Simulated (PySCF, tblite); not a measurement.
Isomers of C3H2Cl (doublet state), one GFN2-xTB conformer each. Single-point energies are computed at B3LYP/pcH-1 (PySCF, gas phase, no added dispersion term), electronic only. GFN2-xTB treats the open shell by occupation alone, and not every SCF solution was tested for stability.

| SMILES | GFN2-xTB relative energy (kJ/mol) |
| --- | --- |
| [C]#CCCl | 164.9 |
| C#C[CH]Cl | 0.0 |

Question: What does B3LYP/pcH-1 give for the same structures?

Answer: 
```csv
SMILES,B3LYP/pcH-1 E (Eh),B3LYP/pcH-1 (kJ/mol),GFN2-xTB (kJ/mol),point group
C#C[CH]Cl,-575.61495,0.0,0.0,Cs
[C]#CCCl,-575.53486,210.3,164.9,Cs
```

Both levels put the same isomer lowest. 

Question: What happens when harmonic zero-point energies from GFN2-xTB frequencies are added?

Answer: 
```csv
SMILES,ZPE (kJ/mol),electronic (kJ/mol),with ZPE (kJ/mol)
C#C[CH]Cl,85.3,0.0,0.0
[C]#CCCl,89.8,210.3,214.8
```

The zero-point energies span 4.5 kJ/mol. The order is unchanged.
